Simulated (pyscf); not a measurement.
Structures and frequencies: ωB97X-D3(BJ)/def2-SVP in PySCF.

Q: Estimate the classical barrier height and the reaction energy of `[SiH3][NH][SiH3]` + `[H]` [doublet] -> `[SiH2][NH][SiH3]` [doublet] + `[H][H]` at M06-2X/def2-TZVP. The step runs on the doublet surface, breaks H–Si and forms H–H; take the separated reactants as zero.

A: ΔE‡ = 0.21 eV, ΔE = -0.63 eV. ωB97M-D3(BJ)/def2-TZVP gives 0.19 eV and -0.52 eV. Zero-point energy shifts the barrier by -0.03 eV. It is a hydrogen abstraction, with an imaginary mode of 864i cm⁻¹. This is the saddle that the search found; another between the same sides may lie lower. The angle at the transferred H is 178°.
